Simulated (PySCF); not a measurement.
**MgO: from the state search to spectroscopic constants**

Aim: find the lowest electronic state of MgO, scan its bond at several levels of theory, and get bond length, wavenumber and dissociation energy from each curve.

Computed with PySCF 2.14.0. Level: Mg x2c-TZVPPall, O x2c-TZVPPall, spin-free X2C with a Gaussian nucleus.

### Step 1. The job

Settings of the job:

```yaml
atoms: Mg, O
charge: 0
basis: Mg x2c-TZVPPall, O x2c-TZVPPall
Hamiltonian: spin-free X2C with a Gaussian nucleus
basis_functions: 63
electrons_treated: 20
masses_in_u: 23.9850, 15.9949
levels: PBE0, PBE, r²SCAN, M06-2X, BHandHLYP, TPSS, r²SCANh, LC-ωPBE, HF, MP2, SCS-MP2, CCSD, CCSD(T)
grid: 80 radial by 434 angular points
occupations: held fixed by the projection of orbital angular momentum
dissociation_limit: Mg + O, each in its ground configuration
starting_distance_in_angstrom: 1.955
values_of_2S_to_try: 0, 2
```

Command:

```console
OMP_NUM_THREADS=1 python dia.py task.json out
```

After this run come: The PBE0 curve of the state that the search chose; Other states along the same grid; PBE; r²SCAN; M06-2X (hybrid meta-GGA); BHandHLYP (global hybrid GGA); TPSS (meta-GGA); r²SCANh (hybrid meta-GGA); LC-ωPBE; UHF (mean field); Correlated methods on the Hartree–Fock reference.

Before running it: what results should come out? Wanted: for each run, Re; ωe; De; μ.

**Answer**, as computed:

Lowest PBE0 solution found, without spin–orbit coupling: ³Π (triplet), unpaired electrons σ ↑, π ↑. State 2 has its PBE0 minimum 0.06 eV higher, as a spin-mixed determinant (⟨S²⟩ = 1.00), so this is no gap between pure states. State 3 has its PBE0 minimum 0.34 eV higher. The other levels ran on the lowest alone.

```
      level  Re (Å)  ωe (cm⁻¹)  De (eV)  μ (D)
        UHF   1.860        679     1.29  -3.24
    UHF-MP2   1.880        646     2.38    n/a
UHF-SCS-MP2   1.881        645     2.25    n/a
   UHF-CCSD   1.878        647     1.99    n/a
UHF-CCSD(T)   1.882        638     2.08    n/a
        PBE   1.908        594     2.60  -2.91
       TPSS   1.904        599     2.48  -2.81
     r²SCAN   1.886        629     2.69  -3.06
    r²SCANh   1.880        637     2.58  -3.12
       PBE0   1.882        631     2.35  -3.09
  BHandHLYP   1.867        655     2.06  -3.29
     M06-2X   1.879        642     2.34  -3.33
    LC-ωPBE   1.876        649     2.60  -3.10
```

De is counted to Mg + O in their ground configurations. A positive dipole means Mg(−)O(+).

Differences from CCSD(T) in the same basis:

```
      level  Re (mÅ)  ωe (%)
        UHF      -23    +6.4
    UHF-MP2       -2    +1.2
UHF-SCS-MP2       -1    +1.1
   UHF-CCSD       -5    +1.3
        PBE      +25    -7.0
       TPSS      +22    -6.1
     r²SCAN       +4    -1.5
    r²SCANh       -2    -0.2
       PBE0        0    -1.2
  BHandHLYP      -15    +2.6
     M06-2X       -4    +0.6
    LC-ωPBE       -6    +1.7
```

**Reading.** Against CCSD(T) in the same basis, the bond length is nearest at PBE0 (0 mÅ) and farthest at PBE (+25 mÅ); the wavenumber is nearest at r²SCANh (-0.2 %) and farthest at PBE (-7.0 %). Hartree–Fock falls on the short and stiff side, its usual fault. PBE gives a bond that is too long and too soft, as GGAs tend to. Of the levels with a De here, UHF gives the least (1.29 eV) and r²SCAN the most (2.69 eV).

Correlated steps freeze 2 core orbitals. At some levels the lowest empty orbital lies below the highest filled one (the two can be of opposite spin).
